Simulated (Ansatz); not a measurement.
## Worked example: the interaction energy

The pair of NH₄⁺ (SMILES [NH4+], atoms 1–5) and SiH₃F (SMILES [SiH3]F, atoms 6–10), both closed shells, in one local arrangement (a lower one may exist), relaxed at PBE0-D4/def2-TZVP:

N1  (0.116, 0.045, -2.112)
H2  (1.032, -0.290, -2.415)
H3  (-0.018, 1.000, -2.445)
H4  (0.059, 0.023, -1.071)
H5  (-0.609, -0.554, -2.511)
Si6  (-0.122, -0.047, 2.210)
F7  (-0.031, -0.012, 0.556)
H8  (0.780, 1.026, 2.670)
H9  (0.332, -1.396, 2.594)
H10  (-1.540, 0.206, 2.525)
(Å)

Both fragments are computed in the basis of the whole pair.

Program: Ansatz 0.2.0. Basis: def2-TZVPPD and def2-QZVPPD. Cores are frozen in the correlated methods.

Energies in eV:

| quantity | pair | first fragment | second fragment |
| --- | --- | --- | --- |
| Hartree–Fock, triple zeta (X = 3) | -12158.55483 | -1539.22498 | -10618.66717 |
| Hartree–Fock, quadruple zeta (X = 4) | -12159.00364 | -1539.29558 | -10619.04140 |
| MP2 correlation, X = 3 | -16.81382 | -6.24131 | -10.54276 |
| MP2 correlation, X = 4 | -18.09916 | -6.64228 | -11.41580 |
| CCSD(T) correlation, X = 3 | -18.29941 | -6.83965 | -11.42449 |

**Question.** Work out the interaction energy at the basis limit: extrapolate Hartree–Fock as E(X) = E∞ + A exp(−7.88 √X) and the MP2 correlation as E(X) = E∞ + B X^−2.97 (the exponents that Neese and Valeev fitted for def2-TZVPP and QZVPP, reused here for the diffuse sets), then add CCSD(T) − MP2 in triple zeta.

**Answer.** Each step is linear, so take the differences first (pair − first fragment − second fragment): Hartree–Fock -0.66268 (X = 3) and -0.66666 (X = 4); MP2 correlation -0.02975 and -0.04108; CCSD(T) correlation -0.03527.
Two points give E∞ = E(4) + w [E(4) − E(3)], with w = 1/(exp(7.88 (2 − √3)) − 1) = 0.1377 for Hartree–Fock and w = 1/((4/3)^2.97 − 1) = 0.7407 for the correlation.
Hartree–Fock: -0.66666 + 0.1377 × (-0.00398) = -0.6672 eV.
MP2 correlation: -0.04108 + 0.7407 × (-0.01133) = -0.0495 eV.
CCSD(T) − MP2: -0.03527 − (-0.02975) = -0.0055 eV.
Sum: -0.6672 + (-0.0495) + (-0.0055) = -0.7222 eV, or -16.65 kcal/mol. Plain CCSD(T) in triple zeta gives -0.6980 eV, so the larger basis shifts the result by -0.0242 eV.

No T1 diagnostic of these runs exceeds 0.012.

For scale, one of the runs: CCSD(T)/def2-TZVPPD, 244 basis functions, launched by `ansatz run in.yaml --threads 4 --pin off --events-out ev --progress --plain --max-ram 9574MiB`. Hardware: 4 CPU threads of an Arm Neoverse V1, shared host. Wall time 74 s; peak host memory 4.8 GiB.
